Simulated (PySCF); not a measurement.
## Shieldings and the share of exact exchange

Molecule: `C=C(F)F`, C$_{2}$H$_{2}$F$_{2}$.

Geometry:
```tsv
atom	x (Å)	y (Å)	z (Å)
C1	0.643	-0.349	-0.044
C2	-0.519	0.281	0.036
F3	-1.686	-0.306	0.137
F4	-0.670	1.583	0.025
H5	1.563	0.227	-0.125
H6	0.669	-1.436	-0.028
```

GIAO shieldings (ppm, equivalent atoms averaged) in PySCF 2.14 on the PBE0-D3(BJ)/def2-SVP geometry, basis pcSseg-2, gas phase, non-relativistic:

| functional | exact exchange (%) | σ(C2) | σ(F3/F4) |
| --- | --- | --- | --- |
| BLYP | 0 | -2.4 | 236.5 |
| BP86 | 0 | 3.9 | 236.5 |
| PBE | 0 | 3.7 | 234.6 |
| B3LYP | 20 | 2.3 | 252.5 |
| PBE0 | 25 | 9.2 | 254.4 |
| mPW1PW91 | 25 | 8.4 | 255.1 |
| HF | 100 | 23.1 | 303.1 |

Question: Fit each shielding as a line in the percentage of exact exchange.

Answer: σ(C2) = 1.6 + 0.22 x (rms 2.6 ppm); σ(F3/F4) = 236.9 + 0.67 x (rms 1.4 ppm). The functionals also differ in their semilocal parts, which the line can't hold; Hartree–Fock has no correlation at all.

Question: What does the line predict for BHandHLYP (50 %), and what does the run give?

Answer: σ(C2): 12.6 predicted, 9.4 computed; σ(F3/F4): 270.4 predicted, 273.8 computed ppm.
